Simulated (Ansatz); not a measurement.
## One step, two centres

Four-centre ligand exchange, with the central atom changed down its group and all else kept; in the first member these bonds form or tighten: B–C, H–O; these break or loosen: B–O, C–H.

Gas-phase electronic energies, without zero-point energy, by CCSD(T) at an estimated basis limit (MP2 extrapolated from triple and quadruple zeta, plus CCSD(T) − MP2 in triple zeta); Ansatz 0.2.0, def2-TZVPP and QZVPP, frozen cores, on PBE0-D4/def2-TZVP structures. Extrapolation: Hartree–Fock as exp(−7.88 √X), correlation as X^−2.97. All energies, in kcal/mol, count from the separated reactants, without counterpoise correction; the start and end structures are the complexes reached by relaxing down from the saddle, and deeper ones may exist. Brackets give SMILES, or, where every atom is bracketed, only which atoms are joined. Steps whose reference was doubtful or whose search ended elsewhere are left out.

| reactants | products | start structure | saddle | end structure | saddle by PBE-D4/TZ |
| --- | --- | --- | --- | --- | --- |
| BH₃O ([BH2][OH]) + CH₄ | CH₅B ([BH2][CH3]) + H₂O, still joined by a dative B–O bond | -0.91 | ? | 23.71 | 42.61 |
| AlH₃O ([OH][AlH2]) + CH₄ | CH₅Al ([CH3][AlH2]) + H₂O, still joined by a dative Al–O bond | -2.05 | 34.03 | 15.94 | 26.68 |

Problem. What is the height of the saddle for BH₃O ([BH2][OH]) + CH₄? (Judge from chemistry; the value comes from the calculation.)

Solution. Computed: 52.14 kcal/mol relative to the separated reactants, the higher of the two; above its start structure the barrier is 52.14 − (-0.91) ≈ 53.05 kcal/mol.

Problem. How do the PBE-D4 saddles lie against the coupled-cluster estimate?

Solution. Both lower, by 7.36 to 9.54 kcal/mol.

The T1 diagnostic stays at or below 0.014.

For scale, one of the runs: CCSD(T)/def2-TZVPP, 202 basis functions, launched by `ansatz run in.yaml --threads 2 --pin off --events-out ev --progress --plain --max-ram 4352MiB`. Hardware: 2 CPU threads of an Arm Neoverse V1, shared host. Wall time 48 s; peak host memory 2.5 GiB.
